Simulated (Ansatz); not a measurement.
Input for Ansatz (development build ahead of 0.2.0):

```yaml
crystal:
  periodic: [false, false, false]
  atoms:
    - { symbol: C, position_ang: [0.5562, -0.19507, -0.45583] }
    - { symbol: C, position_ang: [-0.57695, 0.20485, 0.46978] }
    - { symbol: O, position_ang: [1.15944, 0.61174, -1.06928] }
    - { symbol: O, position_ang: [-1.1822, -0.59943, 1.08433] }
    - { symbol: H, position_ang: [0.76122, -1.2756, -0.50482] }
    - { symbol: H, position_ang: [-0.77856, 1.28646, 0.51447] }
basis:
  gaussian: { orbitals: def2-SVP }
magnetization:
  spin_polarized: true
  initial_magnetization: 2
hamiltonian:
  xc: hf
output:
  forces: true
```

The input is written out in the form of the current development build from the run's settings.

Output:

```yaml
Converged: yes
Total_energy: -226.32954 hartree
Spin_squared_of_the_determinant: 2.083
Stability_test: minimum
```

Forces (eV/Å):
```csv
atom,Fx,Fy,Fz
C1,-6.719,-5.764,6.451
C2,2.574,0.686,-2.295
O3,4.954,5.881,-4.950
O4,-1.035,-1.252,1.038
H5,0.228,0.550,-0.260
H6,-0.003,-0.101,0.016
```

Caution: another spin multiplicity may lie lower.
